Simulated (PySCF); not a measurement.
**A PySCF run on NaH**

State: ¹Σ⁺ (singlet), closed shell.

An equivalent input (the run itself took its basis sets from the Basis Set Exchange, started from a PBE0 density and held the occupation σ 4α 4β, πx 1α 1β, πy 1α 1β):

```python
from pyscf import gto, scf, cc
mol = gto.M(atom='Na 0 0 0; H 0 0 1.888', basis={'Na': 'def2-SVPD', 'H': 'def2-SVPD'},
            charge=0, spin=0, verbose=4, symmetry='C2v')
mf = scf.RHF(mol)
mf.irrep_nelec = {'A1': 8, 'B1': 2, 'B2': 2}
mf.conv_tol = 1e-9
mf.max_cycle = 60
mf.diis_space = 10
mf.kernel()
mycc = cc.CCSD(mf, frozen=[0])
mycc.run(conv_tol=1e-7, conv_tol_normt=1e-5, max_cycle=80, diis_space=8)
et = mycc.ccsd_t()
```

The SCF ended at -162.32513876 hartree. The coupled-cluster part of the log:

```
******** <class 'pyscf.cc.ccsd.CCSD'> ********
CC2 = 0
CCSD nocc = 5, nmo = 25
frozen orbitals [0]
max_cycle = 80
direct = 0
conv_tol = 1e-07
conv_tol_normt = 1e-05
diis_space = 8
diis_start_cycle = 0
diis_start_energy_diff = 1e+09
Init t2, MP2 energy = -162.350982808841  E_corr(MP2) -0.0258440500948202
Init E_corr(CCSD) = -0.0258440500948839
cycle = 1  E_corr(CCSD) = -0.031924129068749  dE = -0.00608007897  norm(t1,t2) = 0.0339636
cycle = 2  E_corr(CCSD) = -0.0340431974706247  dE = -0.0021190684  norm(t1,t2) = 0.0151269
cycle = 3  E_corr(CCSD) = -0.0353494789041369  dE = -0.00130628143  norm(t1,t2) = 0.00849228
cycle = 4  E_corr(CCSD) = -0.0355850666834696  dE = -0.000235587779  norm(t1,t2) = 0.00389633
cycle = 5  E_corr(CCSD) = -0.0355209396782591  dE = 6.41270052e-05  norm(t1,t2) = 0.00188326
cycle = 6  E_corr(CCSD) = -0.0355201712162857  dE = 7.68461973e-07  norm(t1,t2) = 0.000473305
cycle = 7  E_corr(CCSD) = -0.0355228925370603  dE = -2.72132077e-06  norm(t1,t2) = 0.00013049
cycle = 8  E_corr(CCSD) = -0.0355238819233863  dE = -9.89386326e-07  norm(t1,t2) = 3.42614e-05
cycle = 9  E_corr(CCSD) = -0.0355241402895632  dE = -2.58366177e-07  norm(t1,t2) = 8.4062e-06
cycle = 10  E_corr(CCSD) = -0.0355241314807795  dE = 8.80878363e-09  norm(t1,t2) = 2.93748e-06
CCSD converged
E(CCSD) = -162.3606628902265  E_corr = -0.03552413148077953
CCSD(T) correction = -7.09439471809145e-05
```

T1 diagnostic 0.011, D1 0.034, 10 electrons correlated.

Repeating this along the bond gives Re = 1.919 Å and ωe = 1124 cm⁻¹.

A point of this curve took 0.16 CPU seconds beside 0.0095 for the integrals, on Intel Xeon Platinum 8488C (shared host).

Correlated steps freeze 1 core orbital.
